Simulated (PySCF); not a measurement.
**Identify the compound**

Molecular formula: C6H12. Simulated spectra:

1H NMR (500 MHz, computed): δ 5.60 (m, 2H), 1.94 (m, 4H), 0.97 (m, 6H).

13C{1H} NMR (computed): δ 140.5 (CH), 30.8 (CH2), 17.0 (CH3).

A single conformation, gas phase, relativity neglected, averaged over atoms made equivalent by symmetry, fast rotation or ring inversion. σ from GIAO-PBE0/pcSseg-1; PBE0-D3(BJ)/def2-SVP structure; J couplings at B3LYP/pcJ-1 (without the spin–dipole term); PySCF 2.14.

Chemical shifts δ = σref − σ; 1H (σref 31.27) and 13C (σref 184.41) against TMS, all at this level.

**Question.** Which candidate is it?
A. C/C=C/CCC
B. C=CC(C)(C)C
C. C[C@H]1C[C@H](C)C1
D. CC/C=C/CC
E. C=C(CC)CC
F. CC1(C)CCC1

**Answer.** D. 

1. The formula gives 1 degree of unsaturation (no ring in the answer).
2. 3 carbon signals for 6 carbons: some carbons are equivalent by symmetry or fast rotation.
3. Carbon types of the structure: 2 × CH, 2 × CH2, 2 × CH3, which accounts for all hydrogens.
4. δC 140.5: alkene CH; the olefinic region.
5. δC 30.8: allylic sp3 CH2; aliphatic region, no heteroatom directly attached.
6. δC 17.0: methyl carbon; aliphatic region, no heteroatom directly attached.
7. δH 5.60: hydrogen on an alkene CH; a vinylic proton, deshielded by the sp2 carbon and the C=C anisotropy.
8. δH 1.94: hydrogen on an allylic sp3 CH2; allylic position.

The others: C/C=C/CCC would give 6 carbon signals, not 3; C=C(CC)CC would give 4 carbon signals, not 3; C[C@H]1C[C@H](C)C1 has carbons computed at 36.7, 27.2, 23.0; C=CC(C)(C)C would give 4 carbon signals, not 3; CC1(C)CCC1 would give 4 carbon signals, not 3.

Multiplet labels drop couplings under 1 Hz and merge nearly equal ones. Couplings among chemically equivalent protons are left out too, so labels in AA′BB′ or AA′XX′ sets are apparent multiplicities. Unscaled 3J(H,H) at this level run about 10 % above measured values. Shifts are as computed. Against solution values, carbons near 30 ppm lie about +2 ppm off and those near 130 ppm about +5 ppm. Of 1211 compounds with measured shifts, 218 miss one by over three times the rms of a fit or turn the order of signals round; such compounds aren't used in these exercises. Couplings across =CH–CH2 type bonds come from one rotamer and its mirror image, and can be 1–2 Hz further off.
